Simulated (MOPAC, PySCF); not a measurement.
C2H4O2, SMILES `COC=O` (C–O–C–O torsion 0°), neutral singlet in the gas phase. 

Cartesian coordinates (Å):
```xyz
8

C     -1.0302    -0.1056     0.0743
O      0.2520    -0.7588     0.0212
C      1.3118     0.0493    -0.0903
O      1.2794     1.2464    -0.1483
H     -1.7609    -0.9037     0.1633
H     -1.1981     0.4711    -0.8340
H     -1.0796     0.5599     0.9348
H      2.2255    -0.5586    -0.1210
```
Charge 0, spin multiplicity 1.

All levels are single points at this geometry (B3LYP-D3(BJ)/def2-TZVP); Pople sets use spherical d functions. Orbital energies aren't observables, and empty levels follow the basis.

M06-2X/def2-TZVP in PySCF gives dipole (D) = 1.93.

**Question.** Estimate the dipole (D) from each of these levels: B3LYP/6-311+G** in PySCF; B3LYP/6-31G* in PySCF; PBE/6-31G* in PySCF; SVWN5/6-31G* in PySCF; HF/3-21G in PySCF; HF/6-31G* in PySCF; HF/STO-3G in PySCF; AM1 in MOPAC.

**Answer.** 
```tsv
level	dipole (D)
B3LYP/6-311+G** in PySCF	1.95
B3LYP/6-31G* in PySCF	1.85
PBE/6-31G* in PySCF	1.83
SVWN5/6-31G* in PySCF	1.85
HF/3-21G in PySCF	1.76
HF/6-31G* in PySCF	1.96
HF/STO-3G in PySCF	1.11
AM1 in MOPAC	1.50
```
